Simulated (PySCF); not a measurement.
CH3S, SMILES C[S], multiplicity 2. Atoms are numbered in the order given.

```xyz
5

C     -1.1057    -0.0086     0.0000
S      0.6917    -0.0020     0.0000
H     -1.5066    -0.4786     0.8974
H     -1.4196     1.0407     0.0000
H     -1.5066    -0.4786    -0.8974
```
Charge 0, spin multiplicity 2.

The structure is a stationary point at B3LYP-D3(BJ)/def2-TZVP. The isomer is the one that the SMILES or the coordinates give; other isomers of the formula were not compared.

Method: PBE/pcH-1 (PySCF).

Unrestricted Kohn–Sham, ⟨S²⟩ = 0.752. Hyperfine tensors hold the contact and dipolar terms, without spin-orbit corrections.

Task: Estimate the hyperfine couplings. (The exact figures need the calculation; the answer reports its results.)

Result: 
```
nucleus    A(iso) (MHz)  A(iso) (G)  dipolar principal values (MHz)
---------  ------------  ----------  ------------------------------
13C no. 1         -17.6        -6.3                 -3.9, -2.4, 6.3
33S no. 2          -0.3        -0.1             -87.3, -85.0, 172.2
1H no. 3           25.8         9.2                 -3.8, -3.0, 6.8
1H no. 4          123.0        43.9                 -6.3, -1.6, 7.8
1H no. 5           25.8         9.2                 -3.8, -3.0, 6.8
```
